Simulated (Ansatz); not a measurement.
The same path of C2H6N2O (11 atoms, charge 0, multiplicity 1) was run twice with different band settings. The coordinate that changes most is the dihedral N4–C3–O5–H11.

Level of theory: RHF/6-31G* in Ansatz 0.2.0.

Relaxed end points:

```xyz
11
Properties=species:S:1:pos:R:3
C -1.193 0.566 0.912
N -0.409 -0.522 0.375
C 0.587 -0.285 -0.514
N 0.760 0.830 -1.071
O 1.307 -1.408 -0.698
H -2.017 0.148 1.476
H -0.612 1.217 1.559
H -1.587 1.159 0.101
H -0.283 -1.329 0.942
H 1.506 0.821 -1.741
H 2.005 -1.254 -1.320
```

```xyz
11
Properties=species:S:1:pos:R:3
C -1.179 0.481 0.832
N -0.282 -0.528 0.298
C 0.718 -0.120 -0.556
N 0.851 1.059 -0.950
O 1.529 -1.127 -0.940
H -1.931 -0.015 1.432
H -0.663 1.220 1.436
H -1.663 0.993 0.015
H 0.036 -1.184 0.980
H 1.576 1.121 -1.640
H 1.072 -1.957 -0.887
```

Common settings: movable images 7; climbing image yes; spring 5.0 eV/Å²; optimiser quadratic models (default); start path through a guess of the saddle point; iteration limit 60; end points relaxed.

| run | force threshold |
| --- | --- |
| 1 | 0.03 eV/Å |
| 2 | 0.5 eV/Å |

Problem. What does each run give, and how far can it be trusted?

Solution. Run 1: converged after 30 iterations, highest image 0.193 eV above the first end. The profile has 2 maxima (images 3, 6) with wells between them (image 5): this band takes more than one step, which may be the mechanism or a detour left from its start path. A vibrational analysis at the climbing image gives one clearly imaginary mode, 388i cm⁻¹: a first-order saddle point.
Run 2: converged after 6 iterations, highest image 0.245 eV above the first end. The threshold of 0.5 eV/Å is loose, so the images may lie well off the minimum-energy path. The order of the stationary point at the top wasn't checked.
